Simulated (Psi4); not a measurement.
Psi4 input (wB97X-D/6-311+G**):

```
memory 1500 MB

molecule {
0 2
C     0.61723220    1.81496136   -0.01180263
C     0.63017707    0.50244316   -0.00264856
C    -0.56023880   -0.34796635    0.00166745
C    -0.51540923   -1.68016968    0.01100151
H    -0.10835360    2.61332352   -0.01833770
H     1.58697970   -0.01948594    0.00227373
H    -1.51868680    0.16047769   -0.00316319
H     0.42761727   -2.21403873    0.01598836
H    -1.41812403   -2.27588747    0.01393218
symmetry c1
no_reorient
no_com
}

set {
  basis 6-311+G**
  reference uks
  scf_type df
  df_basis_scf def2-universal-jkfit
  dft_radial_points 99
  dft_spherical_points 590
  e_convergence 1e-8
  d_convergence 1e-7
  maxiter 150
}

e = energy('wb97x-d')
print_out(f'\nFINAL {e:.10f} DIPOLE {variable("CURRENT DIPOLE")[0]:.6f} {variable("CURRENT DIPOLE")[1]:.6f} {variable("CURRENT DIPOLE")[2]:.6f}\n')
```

From the last part of the output:

```
  HONO-1 :   14  A 1.9904752
  HONO-0 :   15  A 1.0000000
  LUNO+0 :   16  A 0.0095248
  LUNO+1 :   17  A 0.0008166
  LUNO+2 :   18  A 0.0005539
  LUNO+3 :   19  A 0.0002227

Computation Completed

Properties will be evaluated at   0.000000,   0.000000,   0.000000 [a0]

Properties computed using the SCF density matrix

 Multipole Moments:

 ------------------------------------------------------------------------------------
     Multipole            Electronic (a.u.)      Nuclear  (a.u.)        Total (a.u.)
 ------------------------------------------------------------------------------------

 L = 1.  Multiply by 2.5417464519 to convert [e a0] to [Debye]
 Dipole X            :         -0.2767940           -0.0000000           -0.2767941
 Dipole Y            :         -0.1404192            0.0000000           -0.1404192
 Dipole Z            :          0.0006046            0.0000000            0.0006046
 Magnitude           :                                                    0.3103754

 ------------------------------------------------------------------------------------

FINAL -155.2845049252 DIPOLE -0.276794 -0.140419 0.000605

*** Psi4 exiting successfully. Buy a developer a beer!
```
